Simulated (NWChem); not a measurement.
All runs are NWChem calculations. System: ethanol (C2H6O), charge 0, spin multiplicity 1, at a geometry optimised with PBE0/def2-SVP. Level: G0W0@PBE/def2-SVPD, RI basis def2-svpd-rifit.

Input file:

```
start mol
memory heap 200 mb stack 700 mb global 1700 mb
geometry units angstroms nocenter noautoz noautosym
  C     -1.196103     0.135848     0.249933
  C      0.078198    -0.423526    -0.353377
  O      1.221697     0.310521    -0.003404
  H     -2.080322    -0.425757    -0.089924
  H     -1.324808     1.192093    -0.031213
  H     -1.173038     0.079390     1.351459
  H      0.182417    -1.494994    -0.083940
  H      0.017988    -0.387799    -1.453140
  H      1.311621     0.278963     0.954656
end
basis spherical
  * library def2-svpd
end
basis "ri basis" bse spherical
  * library def2-svpd-rifit
end
dft
  xc xpbe96 cpbe96
  iterations 100
  direct
  tolerances tight
end
task dft energy
gw
  states alpha occ 4 vir 2
end
task dft gw
```

Output (cleaned and shortened):

```
             Northwest Computational Chemistry Package (NWChem) 7.3.0
             --------------------------------------------------------

                                NWChem Input Module
                                -------------------

 Scaling coordinates for geometry "geometry" by  1.889725989
 (inverse scale =  0.529177249)

                             Geometry "geometry" -> ""
                             -------------------------

 Output coordinates in angstroms (scale by  1.889725989 to convert to a.u.)

  No.       Tag          Charge          X              Y              Z
 ---- ---------------- ---------- -------------- -------------- --------------
    1 C                    6.0000    -1.19610300     0.13584800     0.24993300
    2 C                    6.0000     0.07819800    -0.42352600    -0.35337700
    3 O                    8.0000     1.22169700     0.31052100    -0.00340400
    4 H                    1.0000    -2.08032200    -0.42575700    -0.08992400
    5 H                    1.0000    -1.32480800     1.19209300    -0.03121300
    6 H                    1.0000    -1.17303800     0.07939000     1.35145900
    7 H                    1.0000     0.18241700    -1.49499400    -0.08394000
    8 H                    1.0000     0.01798800    -0.38779900    -1.45314000
    9 H                    1.0000     1.31162100     0.27896300     0.95465600

 Effective nuclear repulsion energy (a.u.)      81.8777838211

            Nuclear Dipole moment (a.u.)
            ----------------------------
        X                 Y               Z
 ---------------- ---------------- ----------------
     0.0000075589    -0.0000075589     0.0000037795


 Summary of "ao basis" -> "" (spherical)
 ------------------------------------------------------------------------------
       Tag                 Description            Shells   Functions and Types
 ---------------- ------------------------------  ------  ---------------------
 *                         def2-svpd                  on all atoms

 new library libraries.bse/

 Summary of "ri basis" -> "" (spherical)
 ------------------------------------------------------------------------------
       Tag                 Description            Shells   Functions and Types
 ---------------- ------------------------------  ------  ---------------------
 *                      def2-svpd-rifit               on all atoms

  pbe96 is a nonlocal functional; adding pw91lda local functional.

                                 NWChem DFT Module
                                 -----------------

 Summary of "ao basis" -> "ao basis" (spherical)
 ------------------------------------------------------------------------------
       Tag                 Description            Shells   Functions and Types
 ---------------- ------------------------------  ------  ---------------------
 C                         def2-svpd                 8       20   4s2p2d
 O                         def2-svpd                 9       23   4s3p2d
 H                         def2-svpd                 4        8   2s2p

 Summary of "ao basis" -> "ao basis" (spherical)
 ------------------------------------------------------------------------------
       Tag                 Description            Shells   Functions and Types
 ---------------- ------------------------------  ------  ---------------------
 C                         def2-svpd                 8       20   4s2p2d
 O                         def2-svpd                 9       23   4s3p2d
 H                         def2-svpd                 4        8   2s2p

            General Information
            -------------------
          SCF calculation type: DFT
          Wavefunction type:  closed shell.
          No. of atoms     :     9
          No. of electrons :    26
           Alpha electrons :    13
            Beta electrons :    13
          Charge           :     0
          Spin multiplicity:     1
          Use of symmetry is: off; symmetry adaption is: off
          Maximum number of iterations: 100
          This is a Direct SCF calculation.
          AO basis - number of functions:   111
                     number of shells:    49
          Convergence on energy requested:  1.00D-06
          Convergence on density requested:  1.00D-05
          Convergence on gradient requested:  5.00D-04

              XC Information
              --------------
          PerdewBurkeErnzerhof Exchange Functional  1.000
            Perdew 1991 LDA Correlation Functional  1.000 local
           PerdewBurkeErnz. Correlation Functional  1.000 non-local

             Grid Information
             ----------------
          Grid used for XC integration:  medium
          Radial quadrature: Mura-Knowles
          Angular quadrature: Lebedev.
          Tag              B.-S. Rad. Rad. Pts. Rad. Cut. Ang. Pts.
          ---              ---------- --------- --------- ---------
          C                   0.70       49          10.0       434
          O                   0.60       49          10.0       434
          H                   0.35       45          11.0       434
          Grid pruning is: on
          Number of quadrature shells:   417
          Spatial weights used:  Erf1

          Convergence Information
          -----------------------
          Convergence aids based upon iterative change in
          total energy or number of iterations.
          Levelshifting, if invoked, occurs when the
          HOMO/LUMO gap drops below (HL_TOL):  1.00D-02
          DIIS, if invoked, will attempt to extrapolate
          using up to (NFOCK): 10 stored Fock matrices.

                    Damping( 0%)  Levelshifting(0.5)       DIIS
                  --------------- ------------------- ---------------
          dE  on:    start            ASAP                start
          dE off:    2 iters        100 iters           100 iters

      Screening Tolerance Information
      -------------------------------
          Density screening/tol_rho:  1.00D-10
          AO Gaussian exp screening on grid/accAOfunc:  14
          CD Gaussian exp screening on grid/accCDfunc:  20
          XC Gaussian exp screening on grid/accXCfunc:  20
          Schwarz screening/accCoul:  1.00D-08

      Superposition of Atomic Density Guess
      -------------------------------------

 Sum of atomic energies:        -152.94006738

      Non-variational initial energy
      ------------------------------

 Total energy =    -154.669413
 1-e energy   =    -368.345230
 2-e energy   =     131.798033
 HOMO         =      -0.369776
 LUMO         =       0.055066

   convergence    iter        energy       DeltaE   RMS-Dens  Diis-err    time
 ---------------- ----- ----------------- --------- --------- ---------  ------
 d= 0,ls=0.0,diis     1   -154.6874850755 -2.37D+02  1.35D-02  5.05D-01     2.8
 d= 0,ls=0.0,diis     2   -154.6346178643  5.29D-02  6.20D-03  1.11D+00     5.1
 d= 0,ls=0.0,diis     3   -154.7360138344 -1.01D-01  1.40D-03  6.26D-02     7.3
 d= 0,ls=0.0,diis     4   -154.7411435764 -5.13D-03  5.85D-04  4.98D-03     9.3
 d= 0,ls=0.0,diis     5   -154.7416738035 -5.30D-04  1.56D-04  4.25D-04    11.2
 d= 0,ls=0.0,diis     6   -154.7417260697 -5.23D-05  3.05D-05  5.78D-06    13.2
 d= 0,ls=0.0,diis     7   -154.7417268004 -7.31D-07  7.39D-06  3.83D-07    15.2

         Total DFT energy =     -154.741726800405
      One electron energy =     -371.502973028455
           Coulomb energy =      156.316058226210
    Exchange-Corr. energy =      -21.432595819237
 Nuclear repulsion energy =       81.877783821078

 Numeric. integr. density =       26.000001165499

     Total iterative time =     14.9s

                       DFT Final Molecular Orbital Analysis
                       ------------------------------------

 Vector   11  Occ=2.000000D+00  E=-3.297192D-01
              MO Center= -4.9D-01,  9.2D-02,  2.0D-01, r^2= 2.7D+00
   Bfn.  Coefficient  Atom+Function         Bfn.  Coefficient  Atom+Function
  ----- ------------  ---------------      ----- ------------  ---------------
     7      0.314323  1 C  pz                80      0.303660  6 H  s
    46      0.221890  3 O  py                64     -0.218868  4 H  s
    45      0.197910  3 O  px                27     -0.173684  2 C  pz
    96      0.167479  8 H  s                  5      0.158029  1 C  px
    44      0.153193  3 O  s                 49      0.136406  3 O  py

 Vector   12  Occ=2.000000D+00  E=-2.832070D-01
              MO Center=  3.7D-01, -3.3D-02, -2.1D-01, r^2= 2.4D+00
   Bfn.  Coefficient  Atom+Function         Bfn.  Coefficient  Atom+Function
  ----- ------------  ---------------      ----- ------------  ---------------
    47      0.272519  3 O  pz                96      0.271815  8 H  s
    27     -0.243962  2 C  pz                45     -0.244567  3 O  px
   104      0.189155  9 H  s                 43     -0.187299  3 O  s
    88     -0.184745  7 H  s                 48     -0.154796  3 O  px
    97      0.154706  8 H  s                  5     -0.142058  1 C  px

 Vector   13  Occ=2.000000D+00  E=-2.315857D-01
              MO Center=  8.0D-01,  6.6D-02, -8.9D-05, r^2= 1.7D+00
   Bfn.  Coefficient  Atom+Function         Bfn.  Coefficient  Atom+Function
  ----- ------------  ---------------      ----- ------------  ---------------
    46      0.471136  3 O  py                45     -0.321560  3 O  px
    49      0.318228  3 O  py                48     -0.223696  3 O  px
    88      0.215978  7 H  s                  5     -0.177452  1 C  px
    24      0.153985  2 C  s                 26     -0.154099  2 C  py
    25      0.102472  2 C  px                 2     -0.099667  1 C  s

 Vector   14  Occ=0.000000D+00  E=-6.137687D-03
              MO Center=  4.4D-01, -1.1D-01,  9.3D-01, r^2= 6.5D+00
   Bfn.  Coefficient  Atom+Function         Bfn.  Coefficient  Atom+Function
  ----- ------------  ---------------      ----- ------------  ---------------
    24      1.654230  2 C  s                  4      1.282373  1 C  s
     3      1.229300  1 C  s                 81     -1.047592  6 H  s
    73     -0.980406  5 H  s                 89     -0.872851  7 H  s
    23      0.799000  2 C  s                105     -0.763733  9 H  s
    97     -0.681244  8 H  s                 87      0.442829  6 H  pz

 Vector   15  Occ=0.000000D+00  E= 2.591831D-02
              MO Center= -5.3D-01, -1.8D-01, -9.6D-02, r^2= 8.6D+00
   Bfn.  Coefficient  Atom+Function         Bfn.  Coefficient  Atom+Function
  ----- ------------  ---------------      ----- ------------  ---------------
     4      2.342542  1 C  s                 65     -2.232610  4 H  s
    44     -2.105510  3 O  s                 24      1.708991  2 C  s
     3      1.551507  1 C  s                 97     -1.291523  8 H  s
   105      0.899171  9 H  s                 81     -0.605360  6 H  s
    73     -0.552747  5 H  s                 69     -0.532495  4 H  px

 Vector   16  Occ=0.000000D+00  E= 3.898463D-02
              MO Center= -4.3D-01, -3.9D-01, -1.4D-01, r^2= 9.2D+00
   Bfn.  Coefficient  Atom+Function         Bfn.  Coefficient  Atom+Function
  ----- ------------  ---------------      ----- ------------  ---------------
    24      5.587014  2 C  s                  4     -3.545824  1 C  s
    44     -2.166660  3 O  s                 89     -1.817945  7 H  s
    97     -1.479349  8 H  s                 81      1.178343  6 H  s
    73      1.171795  5 H  s                  3     -1.159338  1 C  s
    23      1.162085  2 C  s                 51      0.589712  3 O  px

 center of mass
 --------------
 x =   0.12460602 y =   0.03080668 z =  -0.02638314

 moments of inertia (a.u.)
 ------------------
          54.103930431943         -10.588587023444          14.607146722916
         -10.588587023444         204.772229259614         -11.673815511914
          14.607146722916         -11.673815511914         207.860526031852

     Multipole analysis of the density
     ---------------------------------

     L   x y z        total         alpha         beta         nuclear
     -   - - -        -----         -----         ----         -------
     0   0 0 0     -0.000000    -13.000000    -13.000000     26.000000

     1   1 0 0     -0.423060     -0.211534     -0.211534      0.000008
     1   0 1 0     -0.273876     -0.136934     -0.136934     -0.000008
     1   0 0 1      0.400453      0.200225      0.200225      0.000004

     2   2 0 0    -16.558682    -61.441482    -61.441482    106.324282
     2   1 1 0     -0.395250     -2.270188     -2.270188      4.145126
     2   1 0 1      1.676944      4.657615      4.657615     -7.638286
     2   0 2 0    -15.568625    -18.551488    -18.551488     21.534350
     2   0 1 1      0.320771     -3.690912     -3.690912      7.702594
     2   0 0 2    -13.612024    -17.500770    -17.500770     21.389516

 Task  times  cpu:       15.2s     wall:       15.2s

                                NWChem Input Module
                                -------------------

                                 NWChem GW Module
                                 ----------------

                             ***********************
                             ***        GW       ***
                             ***********************

 Summary of "ri basis" -> "ri basis" (spherical)
 ------------------------------------------------------------------------------
       Tag                 Description            Shells   Functions and Types
 ---------------- ------------------------------  ------  ---------------------
 C                      def2-svpd-rifit             20       64   7s6p5d2f
 O                      def2-svpd-rifit             20       64   7s6p5d2f
 H                      def2-svpd-rifit              9       23   4s3p2d

                 Memory Information
                 ------------------
          Available GA per process is          1699.9 MBs
          Available stack per process is        700.0 MBs
          Available heap per process is           0.0 MBs

          Peak memory in Initialization
              Peak GA per process is                  5.1 MBs
              Peak stack per process is               0.1 MBs
              Peak heap per process is                5.3 MBs
              Memory not in MA per process            0.0 MBs

          Peak memory in AFF Calculation
              Peak GA per process is                 19.7 MBs
              Peak stack per process is              12.4 MBs
              Peak heap per process is                0.0 MBs
              Memory not in MA per process           12.4 MBs

          Computing 2-center integrals
          Computing Inverse Cholesky factor
          Computing 3-center integrals
          Computing V_xc ...

          Computing Sigma_x
          Computing RPA polarizability
          Solving quasiparticle equations

                  Alpha Orbitals
          State     Energy (eV)     Error (eV)
          -----------------------------------
@GW        10        -12.893           0.002
@GW        11        -12.650           0.002
@GW        12        -11.328           0.002
@GW        13         -9.650           0.002
@GW        14          2.141           0.005
@GW        15          2.922           0.005

   Applying  -3.3485 eV scissor-shift to rest of particle states

   Applying   2.3078 eV scissor-shift to rest of hole states

     GW Timing Statistics
   ------------------------
   Init.   :          0.0s
     ERIs  :          1.0s
     Distr.:          0.0s
     Vxc   :          0.7s
   Sigma_x :          0.0s
   RPA     :          0.5s
   Wmn     :          0.0s
   Sigma_c :          0.0s
   GW total:          2.4s

 Task  times  cpu:        2.4s     wall:        2.4s

 Total times  cpu:       17.6s     wall:       17.6s
```
